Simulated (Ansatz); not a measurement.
in.yaml

```yaml
crystal:
  periodic: [false, false, false]
  atoms:
    - {symbol: B, position_ang: [0.000000, 0.087524, 0.779512]}
    - {symbol: C, position_ang: [0.000000, -0.117853, -0.588107]}
    - {symbol: H, position_ang: [0.000000, 0.465577, -1.352995]}
basis:
  gaussian: {orbitals: 6-31G, fitting: {mean_field: def2-universal-jkfit}}
magnetization: {spin_polarized: false}
correlation: {method: bccd, electrons: valence}
scf: {omitted_lower_state_checks: [cluster_reference]}
```

```sh
$ ansatz run in.yaml --threads 1 --pin off --events-out ev --progress --plain --max-ram 1536MiB
```

Log:

```
these checks for a lower state are left out or cut short: cluster_reference
168 factors; integrals over basis functions are off by at most 2.1e-2 eV
mean field evaluation 1: about -1705.7701 eV, gradient 3.0e1 eV
mean field evaluation 2: about -1705.9190 eV, gradient 3.4e1 eV
mean field evaluation 4: about -1709.3444 eV, gradient 1.9e0 eV
mean field evaluation 8: about -1709.4842 eV, gradient 8.9e-2 eV
mean field evaluation 16: about -1709.1486 eV, gradient 1.5e0 eV
mean field evaluation 32: about -1709.4779 eV, gradient 1.2e-1 eV
mean field -1709.48437928 eV, -62.8223922085 hartree, gradient 8.3e-7 eV, S^2 0.000000; 7 other end points of the search recorded, 0 dependent functions left out; unrestricted orbitals would lower it
2 core orbitals not correlated: weight in the atoms' cores, before any rotation towards them, 1.000 or more for the frozen orbitals, at most 0.000 for the correlated occupied ones
reference -1709.48437928 eV, -62.8223922085 hartree; 4, 4 occupied and 14, 14 virtual orbitals, 168 factors
second order -3.99292327 eV of doubles, -0.00000000 eV of singles
cycle   1  -4.37082184 eV  change   -3.8e-1 eV  update   1.6e-1
cycle   2  -4.77971291 eV  change   -4.1e-1 eV  update   8.6e-2
cycle   3  -5.09320544 eV  change   -3.1e-1 eV  update   7.3e-2
cycle   4  -5.10493199 eV  change   -1.2e-2 eV  update   3.6e-2
cycle   5  -5.17443131 eV  change   -6.9e-2 eV  update   2.1e-2
cycle   6  -5.26436582 eV  change   -9.0e-2 eV  update   9.0e-3
cycle   7  -5.22539395 eV  change    3.9e-2 eV  update   5.9e-3
cycle   8  -5.24131234 eV  change   -1.6e-2 eV  update   3.7e-3
cycle   9  -5.24892600 eV  change   -7.6e-3 eV  update   1.9e-3
cycle  10  -5.25053591 eV  change   -1.6e-3 eV  update   1.0e-3
cycle  11  -5.25026364 eV  change    2.7e-4 eV  update   5.1e-4
cycle  12  -5.25050225 eV  change   -2.4e-4 eV  update   2.0e-4
cycle  13  -5.25077383 eV  change   -2.7e-4 eV  update   1.2e-4
cycle  14  -5.25080007 eV  change   -2.6e-5 eV  update   6.4e-5
cycle  15  -5.25084579 eV  change   -4.6e-5 eV  update   3.0e-5
cycle  16  -5.25081465 eV  change    3.1e-5 eV  update   1.1e-5
cycle  17  -5.25081469 eV  change   -4.1e-8 eV  update   3.8e-6
WARN: the results are in doubt because among natural orbitals full CI differs from the method by -0.207 eV
Total energy: -1714.73519397 eV, -63.0153560893 hartree
In doubt: among natural orbitals full CI differs from the method by -0.207 eV
Checks for a lower state left out: cluster_reference
```

Ran on 1 thread of Intel Xeon, shared host: 0.62 s wall, 0.14 GiB peak host memory.
